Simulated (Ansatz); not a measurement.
## C4H5N (3-butenenitrile): from total energies to a heat of formation

C4H5N: 10 atoms, total charge 0, spin state singlet. As SMILES, `C=CCC#N`. Geometry: relaxed at PBE0-D4/def2-TZVP. This is one conformer, not always the lowest.

Total energies at MP2/def2-SVP, 5 core orbitals frozen (Ansatz 0.2.0); the atoms run unrestricted:

| species | state | energy (Eh) |
| --- | --- | --- |
| C4H5N | singlet | -209.324905 |
| C | triplet | -37.695318 |
| N | quartet | -54.406121 |
| H | doublet | -0.499278 |

Harmonic wavenumbers at PBE/def2-SVP, in cm⁻¹: 152, 153, 359, 385, 547, 608, 865, 906, 925, 942, 988, 1046, 1172, 1265, 1294, 1365, 1377, 1678, 2300, 2959, 2997, 3077, 3096, 3181.

Measured heats of formation of the gaseous atoms at 298.15 K, in kJ/mol: C 716.9, N 472.4, H 218.0. Spin-orbit lowering of the atoms at 298 K (mean of the ground term's levels less their thermal mean, from spectra), in kJ/mol: C 0.02. Take 1 Eh = 2625.50 kJ/mol, 1 cm⁻¹ = 0.0119627 kJ/mol, RT = 2.479 kJ/mol.

Q: Work out the heat of formation of the gas at 298 K.

A: 
1. Electronic atomisation energy: 4 × (-37.695318) + (-54.406121) + 5 × (-0.499278) − (-209.324905) = 1.641122 Eh = 4308.8 kJ/mol.
2. Zero-point energy: half the sum of the wavenumbers, 16818.5 cm⁻¹ = 201.2 kJ/mol.
3. Thermal vibrational enthalpy, Σ hcν̃/(exp(hcν̃/kT) − 1): 6.9 kJ/mol. Translation, rotation and pV of a non-linear molecule: 4 RT = 9.9 kJ/mol.
4. The 10 free atoms carry 5/2 RT each: 62.0 kJ/mol.
5. Spin-orbit coupling lowers the free atoms by 4 × 0.02 = 0.1 kJ/mol.
6. Atomisation enthalpy at 298 K: 4308.8 − 0.1 − 201.2 − 6.9 − 9.9 + 62.0 = 4152.7 kJ/mol.
7. Sum of the atoms' heats of formation: 4430.0 kJ/mol. Heat of formation: 4430.0 − 4152.7 = +277.3 kJ/mol.

The tabulated value is +159.7 kJ/mol (CRC Handbook of Chemistry and Physics), so this level is off by +117.6 kJ/mol, or 2.8 % of the atomisation enthalpy. Perturbation theory converges slowly with the basis for atomisation. A double-zeta basis underbinds. Anharmonicity and any spin-orbit splitting of the molecule are left out, and so is core correlation.
